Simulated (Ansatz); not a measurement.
**Changing the shape of CHO2, doublet**

Calculated in Ansatz's Gaussian-basis code; OMP3 by scripts on PySCF. Settings: cc-pVTZ; 3 core orbitals frozen; no relativity. Single-reference values can break down or jump between states where bonds are stretched.

Case A:

| atom | x (Å) | y (Å) | z (Å) |
| --- | --- | --- | --- |
| C | 0.0214 | -0.0162 | 0.0135 |
| O | 1.0348 | 0.0204 | 0.6819 |
| O | -1.0534 | -0.0239 | 0.6897 |
| H | -0.0127 | -0.0131 | -1.0762 |

Case B:

```xyz
4

C    -0.0004    0.0027   -0.0096
O     1.0470    0.0020    0.6651
O    -1.0514    0.0093    0.6738
H    -0.0023    0.0074   -1.1064
```

Case C:

```xyz
4

C     0.0000    0.0000    0.0000
O     1.0542    0.0000    0.6716
O    -1.0542    0.0000    0.6716
H     0.0000    0.0000   -1.1000
```

Energy less that of case A, in eV:

| case | RCCSD | UOMP3 |
| --- | --- | --- |
| B | +0.062 | +0.018 |
| C | +0.068 | +0.025 |

Give the UCCSD(T) energies against case A.

B: -0.074 eV (-1.7 kcal/mol); C: -0.070 eV (-1.6 kcal/mol).
